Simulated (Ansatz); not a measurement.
## SiH4 (silane): how far must the basis set go?

SiH4 has 5 atoms, charge 0, and is taken as a singlet. SMILES: `[SiH4]`. Geometry: relaxed at PBE0-D4/def2-TZVP.

```csv
atom,x (Å),y (Å),z (Å)
Si,0.0000,0.0000,-0.0001
H,0.9676,-0.6884,0.8909
H,-1.3310,0.0449,0.6560
H,-0.1051,-0.7403,-1.2826
H,0.4685,1.3838,-0.2642
```

Program: Ansatz 0.2.0. Method: PBE. Swept: basis set. Watched: the electronic atomisation energy. Each run: energy. Hardware: 1 thread of Intel Xeon Platinum 8488C (Sapphire Rapids), shared host.

The last row is the best point of the sweep, not the limit.

```csv
basis set,basis functions,value (eV),from the best (eV),wall time
pc-0,21,12.8567,-0.7471,0.42 s
pc-1,38,13.4802,-0.1235,0.64 s
pc-2,90,13.5852,-0.0186,0.94 s
pc-3,200,13.6026,-0.0011,2.1 s
pc-4,357,13.6037,0.0000,5.1 s
```

Q: For a target of 0.005 eV, where can one stop?

A: pc-3: it is 0.0011 eV off and takes 2.1 s, against 5.1 s for pc-4.

Q: For a target of 0.02 eV, where can one stop?

A: pc-2: it is 0.0186 eV off and takes 0.94 s, against 5.1 s for pc-4.
